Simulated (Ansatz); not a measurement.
## Energy profile

The step: SiNH₄Cl ([NH2][SiH2][Cl]) → SiNH₃ ([NH][SiH2]) + HCl; bonds formed: Cl2–H4; bonds broken: Si1–Cl2, N3–H4 (atoms numbered as in the saddle structure below).

```xyz
7
angstrom
Si -0.1758 0.4332 0.8421
Cl 1.0443 -2.1415 -0.7455
N -0.2186 0.3497 -0.7698
H 0.2697 -0.6444 -1.0696
H -0.7386 1.6216 1.5187
H 0.4083 -0.6388 1.6496
H -0.5893 1.0201 -1.4255
```

Electronic energies by CCSD(T) at an estimated basis limit (MP2 extrapolated from triple and quadruple zeta, plus CCSD(T) − MP2 in triple zeta), on PBE0-D4/def2-TZVP structures; SiNH4Cl, singlet; no counterpoise correction. Computed with Ansatz 0.2.0 (basis: def2-TZVPP and def2-QZVPP); correlated methods freeze the cores. Extrapolation: Hartree–Fock as exp(−7.88 √X), correlation as X^−2.97.

Task: Give the profile in eV, counted from the start structure. (An estimate is asked for; the value comes from the calculation.)

Result: The calculation gives:
```
                                                                                         point     eV
                                                                               start structure  0.000
                                                                                        saddle  3.177
                                                                                 end structure  3.069
separated: SiNH3 (linked as [NH][SiH2]; Si1, N3, H5, H6, H7; singlet) + HCl (Cl2, H4; singlet)  3.443
```

The T1 diagnostic stays at or below 0.019.

For scale, one of the runs: CCSD(T)/def2-TZVPP, 171 basis functions, launched by `ansatz run in.yaml --threads 2 --pin off --events-out ev --progress --plain --max-ram 4352MiB`. Hardware: 2 CPU threads of an Arm Neoverse V2, shared host. Wall time 26 s; peak host memory 1.4 GiB.
